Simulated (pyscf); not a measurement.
# Hydrogen abstraction: PH (SMILES [PH]) [triplet] + InH₃ (SMILES [InH3]) → PH₂• (SMILES [PH2]) + InH₂• (SMILES [InH2])

Gas phase, triplet surface, charge 0. Bonds broken: In3–H4. Bonds formed: P1–H4. PySCF, gas phase, ωB97X-D3(BJ)/def2-SVP geometries. MP2 and CC: frozen core, UHF for open shells. ΔMP2 is the change of the MP2 total energy from the triple- to the quadruple-zeta basis.

Transition state (Å):

```xyz
6

P     -1.1434     1.1056     2.2020
H      0.1735     0.5518     2.0946
In    -1.3158    -0.4735    -1.1089
H     -1.4497     0.4007     0.5461
H     -1.7232    -2.1583    -1.2218
H     -0.6933     0.3886    -2.4825
```

One imaginary mode, 838i cm⁻¹; descent along it reached the two sides named, in the forms told below.

```csv
bond,change,reactant side (Å),saddle,product side
In3–H4,breaks,1.731,1.876,2.7
P1–H4,forms,3.3,1.826,1.436
```

Electronic energies relative to the separated reactants (eV):

```json
[
 {"level": "ωB97X-D3(BJ)/def2-TZVP", "barrier": "0.10", "reaction energy": "-0.23", "reverse barrier": "0.33"},
 {"level": "PBE/def2-TZVP", "barrier": "-0.18", "reaction energy": "-0.38", "reverse barrier": "0.20"},
 {"level": "r²SCAN/def2-TZVP", "barrier": "-0.07", "reaction energy": "-0.34", "reverse barrier": "0.28"},
 {"level": "B3LYP-D3(BJ)/def2-TZVP", "barrier": "-0.06", "reaction energy": "-0.36", "reverse barrier": "0.30"},
 {"level": "PBE0-D3(BJ)/def2-TZVP", "barrier": "-0.06", "reaction energy": "-0.31", "reverse barrier": "0.25"},
 {"level": "M06-2X/def2-TZVP", "barrier": "0.03", "reaction energy": "-0.41", "reverse barrier": "0.44"},
 {"level": "ωB97M-D3(BJ)/def2-TZVP", "barrier": "0.16", "reaction energy": "-0.27", "reverse barrier": "0.43"},
 {"level": "HF/def2-TZVP", "barrier": "0.71", "reaction energy": "-0.05", "reverse barrier": "0.76"},
 {"level": "MP2/def2-QZVPP", "barrier": "0.22", "reaction energy": "-0.17", "reverse barrier": "0.39"},
 {"level": "CCSD/def2-TZVPP", "barrier": "0.31", "reaction energy": "-0.13", "reverse barrier": "0.44"},
 {"level": "CCSD(T)/def2-TZVPP", "barrier": "0.24", "reaction energy": "-0.14", "reverse barrier": "0.38"},
 {"level": "CCSD(T)/def2-TZVPP + ΔMP2(QZVPP)", "barrier": "0.20", "reaction energy": "-0.17", "reverse barrier": "0.36"}
]
```

With CCSD(T)/def2-TZVPP + ΔMP2(QZVPP) energies and thermal terms (ideal gas, 1 atm, RRHO with modes under 100 cm⁻¹ raised to 100, one conformer, R ln 2 for rigid chiral ones), in eV:

```
T (K)   ΔH‡   ΔG‡     ΔH     ΔG
-----  ----  ----  -----  -----
298    0.15  0.41  -0.15  -0.22
600    0.17  0.68  -0.16  -0.28
900    0.20  0.92  -0.18  -0.34
1200   0.22  1.16  -0.20  -0.39
```

On the reactant side the descent ends in a complex (not fully relaxed), 0.20 eV under the separated species and 0.30 eV under the saddle at ωB97X-D3(BJ)/def2-TZVP. On the product side the descent ends in a complex (not fully relaxed), 0.21 eV under the separated species and 0.55 eV under the saddle at ωB97X-D3(BJ)/def2-TZVP. At PBE, r²SCAN, B3LYP-D3(BJ), PBE0-D3(BJ) the saddle lies under the separated reactants, which points to a path from their complex (located at ωB97X-D3(BJ) alone). PH₂• + InH₂• also meet on a surface of lower spin, which isn't treated here. This is the saddle that the search found; another between the same sides may lie lower. The angle at the transferred H is 165°. The CCSD(T) − MP2 part came from Ansatz, without density fitting, on the same reference. The frozen core leaves the outer d or s,p core shells of the metals and heavy elements correlated in the MP2 and CC values, and def2-TZVPP describes them poorly, which can shift differences by a few kcal/mol. Elements past Kr carry the def2 core potentials, without spin-orbit coupling.
